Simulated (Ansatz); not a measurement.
C6H10, SMILES `C=CC(=C)CC`, charge 0, multiplicity 1.

Give a relaxed structure at PBE0-D4/def2-TZVP (the Gaussian-basis code of Ansatz). (Estimate.)

Ansatz gave: 
Cartesian coordinates in Å:
```
C -0.512 0.615 2.009
C 0.617 0.369 1.345
C 0.734 -0.327 0.067
C 1.948 -0.569 -0.437
C -0.510 -0.742 -0.665
C -1.201 0.422 -1.370
H -0.498 1.128 2.962
H -1.482 0.312 1.633
H 1.559 0.697 1.780
H 2.079 -1.096 -1.375
H 2.846 -0.246 0.079
H -0.247 -1.506 -1.400
H -1.207 -1.214 0.035
H -0.542 0.859 -2.123
H -1.471 1.213 -0.669
H -2.113 0.087 -1.871
```
This is one stationary point; other conformers may exist.
